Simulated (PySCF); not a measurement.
# Molecular orbitals of NaCl

RHF at R = 2.387 Å; basis Na def2-SVPD, Cl def2-SVPD; no relativity; PySCF 2.14. State: ¹Σ⁺ (singlet), closed shell. Only the outer orbitals are listed, counted within each symmetry.

```
orbital  occ.  ε (eV)  on Na (%)   main shells (%)
     2π     2  -42.39        100          100 Na p
     2π     2  -42.39        100          100 Na p
     6σ     2  -42.37        100          100 Na p
     7σ     2  -25.54          0          100 Cl s
     8σ     2  -10.07          0           99 Cl p
     3π     2   -9.58          1           98 Cl p
     3π     2   -9.58          1           98 Cl p
     9σ     0   -0.47        107  79 Na s, 28 Na p
```

Q: Which are the highest filled and the lowest empty level, where do they sit, and how wide is the gap?

A: Highest filled 3π at -9.58 eV (in %: 98 Cl p); lowest empty 9σ at -0.47 eV (in %: 79 Na s, 28 Na p); the gap at RHF is 9.11 eV.

```
bond order (Mayer)                               : 0.12
⟨S²⟩                                             : 0.000
charge on Na (Mulliken, basis-dependent)         : 0.94
charge on Na (Löwdin, basis-dependent)           : 0.58
dipole moment (positive dipole means Na(−)Cl(+)) : -9.53 D
polarisability along the bond                    : 27.1 bohr³
polarisability across the bond                   : 24.7 bohr³
```

Shares are Mulliken populations and can fall outside 0 to 100 %.
